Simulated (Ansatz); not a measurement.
Input file:

```yaml
crystal:
  periodic: [false, false, false]
  atoms:
    - {symbol: Si, position_ang: [0.000000, 0.000000, 2.308536]}
    - {symbol: Al, position_ang: [0.000000, 0.000000, -0.045268]}
    - {symbol: H, position_ang: [0.000000, 0.000000, -2.263268]}
basis:
  gaussian: {orbitals: STO-3G}
magnetization: {spin_polarized: false}
correlation: {method: dmrg, electrons: outside_noble_gas}
```

```sh
$ ansatz run in.yaml --threads 1 --pin off --events-out ev --progress --plain --max-ram 2393MiB
```

Q: One thing in this input was set wrong on purpose, beside settings that are merely unusual. What is the gravest fault, and what does the program do?

A: A method name that the input doesn't accept. How the run ends: refused.
```
Error: YAML parse error: error: line 10 column 23: unknown variant `dmrg`, expected one of mp2, rpa, ccsd, ccsd_t, bccd, bccd_t, ccsdt, ccsdt_q, ccsdt_q_b, ccsdtq, fci, sc_nevpt2, fic_nevpt4_sd, fic_mrcisd_q, fic_mrcisd_q_relaxed
  --> <input>:10:23
   |
 8 |   gaussian: {orbitals: STO-3G}
 9 | magnetization: {spin_polarized: false}
10 | correlation: {method: dmrg, electrons: outside_noble_gas}
   |                       ^ unknown variant `dmrg`, expected one of mp2, rpa, ccsd, ccsd_t, bccd, bccd_t, ccsdt, ccsdt_q, ccsdt_q_b, ccsdtq, fci, sc_nevpt2, fic_nevpt4_sd, fic_mrcisd_q, fic_mrcisd_q_relaxed
```
